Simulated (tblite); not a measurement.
Compound: CH2NO3S (doublet state).
Z-matrix (Å and degrees, GFN2-xTB geometry), rows numbered from 1:
```
N 
C   1  1.1827
S   2  1.9439  1  115.48
O   3  1.4311  2  106.69  1    81.65
O   3  1.4241  2  108.20  1  -147.37
O   3  1.5933  2  102.09  1   -32.97
H   2  1.0788  1  140.61  3   179.47
H   6  0.9595  3  110.53  2    77.66
```

Calculated harmonic vibrations of the isolated species, GFN2-xTB (tblite), most abundant isotopes, no scaling. The method is semi-empirical: single wavenumbers can be off by several per cent or more. One conformer, not necessarily the lowest. Open shells enter through the occupations alone, without spin polarisation, and single modes of such species can be off by tens of per cent.

Harmonic wavenumbers (cm⁻¹): 69.8, 152.1, 195.0, 283.9, 300.0, 376.7, 390.4, 435.1, 531.8, 740.4, 753.9, 843.6, 912.2, 1116.6, 1276.5, 1955.7, 2994.5, 3576.4.

A = 4773, B = 2726, C = 2622 MHz; mass 107.976 u (most abundant isotopes); point group C1, symmetry number 1; spin multiplicity 2.

Problem. Zero-point energy?

Solution. Half the sum of the wavenumbers: 8452 cm⁻¹ = 24.17 kcal/mol.

Problem. Give the ideal-gas entropy at 350 K and 1 bar in the rigid-rotor, harmonic-oscillator model (classical rotation).

Solution. Translation 40.77, rotation 27.12, vibration 19.28, spin (R ln 2) 1.38: S = 88.6 cal/(mol K).

Problem. And Cp and H(350 K) − H(0)?

Solution. Cp = 27.55 cal/(mol K), of which vibrations give 19.60 (their classical limit is 18 R = 35.8); H(350 K) − H(0) = 6.47 kcal/mol without the zero-point energy, 3.69 from vibrations.

Problem. What must be added to the electronic energy to get the Gibbs energy at 350 K and 1 bar?

Solution. ZPE + [H(350 K) − H(0)] − T·S = 24.17 + 6.47 − 30.99 = -0.35 kcal/mol.

Problem. How do the functions run with temperature in this model?

Solution. 
| T (K) | S (cal/(mol K)) | Cp (cal/(mol K)) | H − H(0) (kcal/mol) | G − H(0) (kcal/mol) | ln q(vib) |
| --- | --- | --- | --- | --- | --- |
| 50 | 54.9 | 10.2 | 0.44 | -2.31 | 0.16 |
| 100 | 63.1 | 14.0 | 1.04 | -5.27 | 0.68 |
| 298.15 | 84.3 | 25.6 | 5.09 | -20.04 | 3.61 |
| 373.15 | 90.3 | 28.3 | 7.12 | -26.59 | 4.75 |
| 500 | 99.1 | 31.6 | 10.93 | -38.63 | 6.59 |
| 750 | 112.7 | 35.4 | 19.34 | -65.19 | 9.83 |
| 1000 | 123.2 | 37.6 | 28.49 | -94.73 | 12.61 |

q(vib) and H(0) count from the zero-point level.

Hindered rotation and anharmonicity are outside this model. Other conformers, if any are populated, would add a mixing term that is left out. The structure is chiral; the term R ln 2 for an equal mix with its mirror image is left out.
